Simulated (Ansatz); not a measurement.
The same path of CH5AlO (8 atoms, charge 0, multiplicity 1) was run twice with different band settings. The coordinate that changes most is the dihedral H5–C1–O2–Al3.

These are results of RKS PBE0-D4/6-31G (Ansatz), not measurements.

Relaxed end points:

```xyz
8
Properties=species:S:1:pos:R:3
C -0.483 1.145 -0.440
O -0.450 -0.214 -0.050
Al 0.564 -1.475 0.528
H -0.847 1.221 -1.471
H 0.505 1.623 -0.382
H -1.174 1.698 0.206
H 2.121 -1.168 0.794
H -0.145 -2.887 0.760
```

```xyz
8
Properties=species:S:1:pos:R:3
C -0.372 1.261 -0.048
O -0.343 -0.096 0.351
Al 0.440 -1.604 0.094
H 0.385 1.491 -0.811
H -0.195 1.904 0.822
H -1.360 1.504 -0.454
H 1.624 -1.694 -0.992
H -0.086 -2.824 0.981
```

Common settings: movable images 7; spring 5.0 eV/Å²; start path IDPP; force threshold 0.03 eV/Å; iteration limit 60; end points relaxed.

| run | climbing image | optimiser |
| --- | --- | --- |
| 1 | yes | quadratic models (default) |
| 2 | from the first iteration | fire |

(1) What does each run give, and how far can it be trusted?

Results:

(1) Run 1: converged after 7 iterations, highest image 0.019 eV above the first end. A vibrational analysis at the climbing image gives one clearly imaginary mode, 100i cm⁻¹: a first-order saddle point.
Run 2: converged after 21 iterations, highest image 0.020 eV above the first end. Another band between the same ends (7 images) ends at a top of the same energy, where a vibrational analysis finds 1 clearly imaginary mode.
Limits of this set-up: no polarisation functions.
